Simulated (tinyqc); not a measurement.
Stretching all distances: RHF, UHF, MP2, CISD and CCSD against full CI in the sto-3g basis, for LiH, spin multiplicity 1. Computed by the program tinyqc with PySCF. All coordinates are multiplied by the scale. c0^2 is the weight of the RHF determinant in the lowest singlet FCI state (UHF is spin-contaminated and may lie near states of higher spin) and n(LUMO) the first natural occupation beyond the occupied space.

Geometry (angstrom):
```
atom       x       y       z
Li    0.0000  0.0000  0.0000
H     0.0000  0.0000  1.3720
```

Full CI energy (hartree) and errors against it (kcal/mol):
```
scale   distance 1-2 (angstrom)     E(FCI)      RHF      UHF      MP2    CISD    CCSD  <S^2> UHF    c0^2  n(LUMO)
0.9700                   1.3308  -7.872696  10.9015  10.9015   3.7370  0.0063  0.0048     0.0000  0.9808   0.0304
1.2300                   1.6876  -7.879918  13.8305  13.8305   5.2549  0.0093  0.0074     0.0000  0.9705   0.0492
1.5000                   2.0580  -7.856701  20.1812  20.0960   8.6384  0.0151  0.0122     0.0928  0.9424   0.0976
1.7600                   2.4147  -7.829582  30.1454  17.4767  14.1368  0.0259  0.0220     0.7010  0.8840   0.1932
2.0200                   2.7714  -7.808112  44.3634  10.3628  21.8768  0.0436  0.0387     0.8782  0.7877   0.3508
2.5500                   3.4986  -7.788133  79.5750   2.4492  35.6521  0.0780  0.0701     0.9773  0.6104   0.6904
2.8100                   3.8553  -7.785004  94.6748   1.1945  36.0854  0.0865  0.0766     0.9901  0.5676   0.7965
```

Estimate the missing row, scale = 2.28.

Computed row:
```
scale   distance 1-2 (angstrom)     E(FCI)      RHF     UHF      MP2    CISD    CCSD  <S^2> UHF    c0^2  n(LUMO)
2.2800                   3.1282  -7.795038  61.5930  5.2380  30.0754  0.0631  0.0571     0.9469  0.6853   0.5334
```

UHF parts from RHF first at scale 1.5 of those listed, where <S^2> leaves zero. The weight c0^2 goes from 0.98 to 0.57 and n(LUMO) from 0.03 to 0.80: static correlation grows as the bonds break into open-shell fragments. The spread of the error along the curve, which distorts its shape, is CCSD 0.1, CISD 0.1, UHF 18.9, MP2 32.3, RHF 83.8 kcal/mol.
